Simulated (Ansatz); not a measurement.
**A geometry optimisation of CH3Al− with r2SCAN-D4/def2-TZVPD**

The starting geometry of this gas-phase doublet was optimised with GFN2-xTB.

```tsv
atom	x (Å)	y (Å)	z (Å)
C	-0.5843	0.7051	0.8041
Al	-0.0577	-0.5644	-0.5304
H	0.0570	1.6193	0.7424
H	0.5029	-2.3772	0.0295
H	-1.6219	1.0703	0.6004
```

Question: Predict what becomes of its bonds when it is optimised with r2SCAN-D4/def2-TZVPD.

Answer: A new bond forms, giving a structure given below by its coordinates. Contacts that close: Al2–H4 (1.98 → 1.64 Å).

The energy falls by 0.76 eV over 12 steps:

```
step  E − E(last) (eV)
   1             0.758
   2             0.490
   3             0.456
   5             0.267
   6             0.134
   7             0.058
   8             0.016
  10             0.001
  11             0.000
  12             0.000
```

Final geometry (Å):

```csv
atom,x (Å),y (Å),z (Å)
C,-0.6705,0.7179,0.5001
Al,-0.4571,-0.9274,-0.3079
H,0.0847,1.1545,1.1631
H,0.8766,-1.8633,-0.0978
H,-1.5377,1.3714,0.3886
```

No frequencies were run, so the end isn't proven a minimum. Open shells are spin-unrestricted. Run with Ansatz 0.2.0, 33 s on 2 threads of Intel(R) Xeon(R) Platinum 8488C (Sapphire Rapids) (shared host).
